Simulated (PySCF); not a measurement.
C5H9S (doublet state).
Z-matrix (Å and degrees, GFN2-xTB geometry), rows numbered from 1:
```
C 
C   1  1.4717
C   2  1.4912  1  131.70
C   3  1.5403  2   87.80  1   168.26
S   4  1.8260  3  115.81  2  -122.21
C   2  1.4907  1  131.84  3   156.39
H   1  1.0897  2  110.55  3   162.22
H   1  1.0898  2  110.57  3    41.17
H   1  1.0988  2  111.80  3   -78.33
H   3  1.0945  2  116.82  1   -74.28
H   3  1.0966  2  114.71  1    53.11
H   4  1.0891  3  114.69  2   111.38
H   5  1.3318  4   95.50  3   -69.38
H   6  1.0965  2  114.91  1   -53.17
H   6  1.0939  2  116.88  1    74.27
```

The hyperfine couplings belong to this conformer and change with its torsions.

As a line formula: `C[C]1CC(S)C1` [radical].

Theory: UKS B3LYP, pcH-1 on C H S, non-relativistic, mean-field spin-orbit, GIAO in PySCF. The structure is a single GFN2-xTB conformer in the gas phase; no vibrational or solvent corrections. Couplings are sensitive to structure, and on GFN2-xTB geometries they can be far from those on DFT ones. No stability test was run, so a lower SCF solution isn't excluded.

Largest spin populations (Mulliken): C2 (+0.95), C3 (-0.09), C6 (-0.09) and C1 (-0.07). No atom but C2 exceeds +0.15. The angles at C2 add up to 357.3°, so it is nearly planar.

Q: How do the β-proton couplings of this frozen conformer go with θ, the angle between the C–H bond and the normal to the plane of the spin centre's three neighbours, both seen down the bond from centre to carbon?

A: 
```tsv
β H	on	centre	θ (°)	cos²θ	a (G)
H7	C1	C2	60	0.24	+12.47
H8	C1	C2	61	0.24	+12.07
H9	C1	C2	0	1.00	+50.47
H10	C3	C2	28	0.79	+36.30
H11	C3	C2	25	0.82	+41.40
H14	C6	C2	25	0.82	+40.73
H15	C6	C2	28	0.79	+35.58
```

Fitting the Heller–McConnell form a = ρ(B0 + B2 cos²θ), with Mulliken ρ = 0.95, gives B0 = 0.1 G and B2 = 51.1 G, with a largest miss of 2.7 G. By this fit the coupling would be 48.7 G at θ = 0° and 0.1 G at 90°.

Q: What would the freely rotating methyl group on C1 show?

A: Three equal couplings, a 1:3:3:1 quartet. The mean of the three values of this geometry estimates the splitting: 25.0 G, or 70.1 MHz (three bonds 120° apart have a mean cos²θ of 1/2 at any torsion).

Couplings in gauss use g_iso = 2.0027.
